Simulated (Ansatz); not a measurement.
Mulliken charges of `C=C(F)S` from PBE/def2-TZVPP in Ansatz (PBE0-D4/def2-TZVP geometry).

| atom | x (Å) | y (Å) | z (Å) | charge (e) |
| --- | --- | --- | --- | --- |
| C1 | -0.521 | 0.633 | 0.457 | -0.254 |
| C2 | 0.324 | -0.369 | 0.286 | 0.194 |
| F3 | 0.880 | -0.983 | 1.335 | -0.146 |
| S4 | 0.909 | -1.118 | -1.188 | -0.092 |
| H5 | -0.973 | 1.133 | -0.386 | 0.084 |
| H6 | -0.764 | 0.960 | 1.459 | 0.100 |
| H7 | 0.208 | -0.323 | -2.009 | 0.113 |

Task: By hand: the dipole of these point charges (1 e Å = 4.8032 D).

Result: Σ q r = (-0.152, 0.169, -0.260) e Å, of length 0.345 e Å = 1.66 D.

Task: How does the dipole of the full density compare? (Best estimate.)

Result: Ansatz gave: (-0.176, 0.198, -0.236) e Å, 1.70 D; the point charges give 0.98 times that, at 7° from its direction.

Point charges leave out the atoms' own dipoles, such as those of lone pairs, and Mulliken's split depends on the basis, so the close match here is no proof of good charges.
